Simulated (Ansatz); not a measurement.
Compare A (`NC=C=S`) with its isomer B (`NC1=CS1`).

Computed with Ansatz on PBE0-D4/def2-TZVP structures; ΔE is electronic, products minus reactants. CCSD(T)/CBS adds triple-zeta CCSD(T) − MP2 to the extrapolated MP2 energy (def2 sets, frozen cores). DFT in def2-TZVPP. B3LYP here is the variant with VWN-RPA as its local correlation; programs differ in this. Each species was taken in one conformer, which may not be the lowest.

Problem. Which is lower in electronic energy at CCSD(T)/CBS, and by how much? (An estimate is asked.)

Solution. Computed: A, by 86.9 kJ/mol.

Problem. Give E(B) − E(A) in kJ/mol with B3LYP, BLYP-D4, LDA (SPW92), CCSD/def2-TZVPP, CCSD(T)/def2-SVP, B3LYP-D4, ωB97M-V. (Estimate.)

Solution. The calculation gave: B3LYP 100.4, BLYP-D4 104.8, LDA (SPW92) 77.1, CCSD/def2-TZVPP 93.1, CCSD(T)/def2-SVP 106.7, B3LYP-D4 98.1, ωB97M-V 82.7. None reverses the order clearly.

Problem. Does the order hold for the free energy at 298.15 K (harmonic terms from PBE0-D4)? (Best estimate.)

Solution. Computed: Yes: G(B) − G(A) = +83.8 kJ/mol, for one conformer each.

Largest T1 diagnostic: 0.016.

From PBE to PBE0 (25 % exact exchange), in def2-TZVPP and without D4, E(B) − E(A) moves by −7.1 kJ/mol. Leaving LDA and LC-ωPBE aside and taking each functional with its dispersion term where it has one, the values, not all of them listed here, spread over 26.1 kJ/mol, from ωB97X-V to BLYP-D4. LDA lies −11.8 kJ/mol from PBE without D4.
